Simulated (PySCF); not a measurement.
pyrrole (C4H5N), SMILES c1cc[nH]c1. Geometry: PBE-D3(BJ)/def2-SVP.

These are PBE-D3(BJ)/def2-SVP (PySCF) values and carry that method's errors.

Harmonic wavenumbers (cm⁻¹): 506, 614, 632, 660, 701, 806, 843, 859, 867, 1005, 1029, 1063, 1128, 1164, 1257, 1408, 1440, 1472, 1538, 3174, 3185, 3199, 3204, 3587. Rotational constants (GHz): 9.048, 8.877, 4.481; symmetry number 2.

Q: Work out the zero-point energy and the ideal-gas rigid-rotor harmonic-oscillator thermochemistry at 298.15 K and 1 atm.

A: ZPE = ½ Σ hcν = ½ × 35341 cm⁻¹ = 211.38 kJ/mol. H − E(el) = 224.45 kJ/mol. Entropy in J/(mol K): translation 161.20, rotation 95.93, vibration 13.68, total 270.82. G − E(el) = 143.71 kJ/mol. Cp = 72.17 J/(mol K).
